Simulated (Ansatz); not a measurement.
# C₂H₅O+ (SMILES [CH2+]OC): one structure at several levels

One table from this session's results is given with a row withheld; the runs are named, their logs left out.

Computed with Ansatz 0.2.0, Gaussian basis. Level: single points in def2-TZVPP.

Correlated methods freeze the cores.

## Where the work starts

SMILES `[CH2+]OC`, 8 atoms, charge 1, spin multiplicity 1.

Atoms are counted from 1 here; the program's logs count them from 0.

Bond lengths: C1–O2 1.271 Å, C1–H4 1.037 Å, C1–H5 1.017 Å, O2–C3 1.490 Å, C3–H6 1.245 Å, C3–H7 1.052 Å, C3–H8 1.294 Å. Angles: O2–C1–H4 116.3°, O2–C1–H5 113.9°, H4–C1–H5 129.6°, C1–O2–C3 125.2°, O2–C3–H6 108.9°, O2–C3–H7 113.2°, O2–C3–H8 110.9°, H6–C3–H7 98.1°, H6–C3–H8 116.8°, H7–C3–H8 108.3°.

Coordinates:

```xyz
8
charge 1, multiplicity 1
C    -0.9377    0.5826   -0.8060
O    -0.3824   -0.4682   -0.3552
C     0.7188   -0.4938    0.6486
H    -1.6930    0.4410   -1.5030
H    -0.5202    1.4462   -0.4682
H     0.4329   -1.3139    1.5412
H     1.5922   -0.9599    0.2931
H     1.0235    0.7039    1.0315
```

The first run:

run/in.yaml

```yaml
crystal:
  periodic: [false, false, false]
  atoms:
    - {symbol: C, position_ang: [-0.937700, 0.582600, -0.806000]}
    - {symbol: O, position_ang: [-0.382400, -0.468200, -0.355200]}
    - {symbol: C, position_ang: [0.718800, -0.493800, 0.648600]}
    - {symbol: H, position_ang: [-1.693000, 0.441000, -1.503000]}
    - {symbol: H, position_ang: [-0.520200, 1.446200, -0.468200]}
    - {symbol: H, position_ang: [0.432900, -1.313900, 1.541200]}
    - {symbol: H, position_ang: [1.592200, -0.959900, 0.293100]}
    - {symbol: H, position_ang: [1.023500, 0.703900, 1.031500]}
basis:
  gaussian: {orbitals: def2-TZVPP}
total_charge: 1
correlation: {method: ccsd_t}
output: {forces: true}
```

The command line of these runs was not kept.

Steps of the session up to this table: CCSD(T)/def2-TZVPP; PBE0-D4/def2-TZVPP; wB97M-V/def2-TZVPP; r2SCAN-D4/def2-TZVPP; PBE-D4/def2-TZVPP; CAM-B3LYP-D4/def2-TZVPP; BLYP-D4/def2-TZVPP.

One of the session's tables, all rows but one given; the rest of the session is left out.

| method | RMS force component (eV/Å) | angle to CCSD(T) forces (°) |
| --- | --- | --- |
| CCSD(T) | 1.922 | reference |
| PBE0-D4 | 2.007 | 7.0 |
| wB97M-V | 1.994 | 5.4 |
| r2SCAN-D4 | 1.932 | 3.2 |
| PBE-D4 | ? | ? |
| CAM-B3LYP-D4 | 2.016 | 7.2 |
| BLYP-D4 | 1.817 | 4.9 |

**Question.** Estimate the row for PBE-D4.

As computed: RMS force component (eV/Å): 1.872; angle to CCSD(T) forces (°): 6.6. In the column «RMS force component (eV/Å)» it lies between BLYP-D4 (1.817) and CCSD(T) (1.922).
